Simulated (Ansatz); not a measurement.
# Tetradymite Bi2Se3

All values below come from r²SCAN+rVV10 (Ansatz, a first-principles code, PAW).

Numerical settings: plane-wave cutoff 500 eV, 12×12×12 k mesh, Fermi–Dirac smearing 0.05 eV, scalar-relativistic PAW data made under PBE.

Cell (relaxed at this level):

Bi2Se3 is modelled in the trigonal space group R-3m, hexagonal axes (No. 166), Pearson symbol hR5. Lattice parameters: a = b = 4.143 Å, c = 29.292 Å, α = β = 90.00°, γ = 120.00°. Bi on 6c sees 3 Se at 2.852 Å and 3 Se at 3.076 Å (octahedral). Se1 on 3a has 6 Bi at 3.076 Å (octahedral). Se2 on 6c sees 3 Bi at 2.852 Å (trigonal pyramidal). (Neighbours: up to the widest gap in distance over summed covalent radii, below 1.35, at either atom; cation-cation and far metal-metal contacts left out.)
(The calculation used a cell of 5 atoms; values per cell refer to that cell.)

```json
{
 "band_gap": "0.60 eV (on the SCF k mesh)"
}
```

Measured, for comparison: band gap 0.3 eV (temperature not stated, no zero-point or thermal correction; as tabulated in Park and Ryu (2016), arXiv:1610.06451).

Spin–orbit coupling is not included; with these elements it can move the gap by several tenths of an eV or more.
